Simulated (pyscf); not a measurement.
Structures and frequencies: ωB97X-D3(BJ)/def2-SVP in PySCF.

Q: For `[CH2][CH]([CH3])[C]#[N]` [doublet] -> `[CH2]=[CH][C]#[N]` + `[CH3]` [doublet], a bond scission (doublet surface; C–C broken, none formed), PBE/def2-TZVP gives ΔE‡ = 114.9 kJ/mol and ΔE = +101.2 kJ/mol (zero: the reactant's lowest minimum found). In which direction and how far do r²SCAN/def2-TZVP, M06-2X/def2-TZVP, ωB97M-D3(BJ)/def2-TZVP move these?

A: r²SCAN: ΔE‡ = 120.4 kJ/mol, ΔE = +105.9 kJ/mol; M06-2X: ΔE‡ = 136.4 kJ/mol, ΔE = +110.9 kJ/mol; ωB97M-D3(BJ): ΔE‡ = 132.7 kJ/mol, ΔE = +107.7 kJ/mol. PBE's barrier lies under all of them, by 5.5 to 21.5 kJ/mol. Its reaction energy lies under all of them, by 4.7 to 9.7 kJ/mol. From the product side, H₃C–CH₂–CH•–C≡N lies, by one bond made or cut, 180.8 kJ/mol under this saddle at ωB97M-D3(BJ)/def2-TZVP. •H₂C–CH(CH₃)–C≡N lies 48.0 kJ/mol over its isomer H₃C–CH₂–CH•–C≡N (electronic energy, ωB97M-D3(BJ)/def2-TZVP). One saddle was located; it need not be the lowest between these sides.
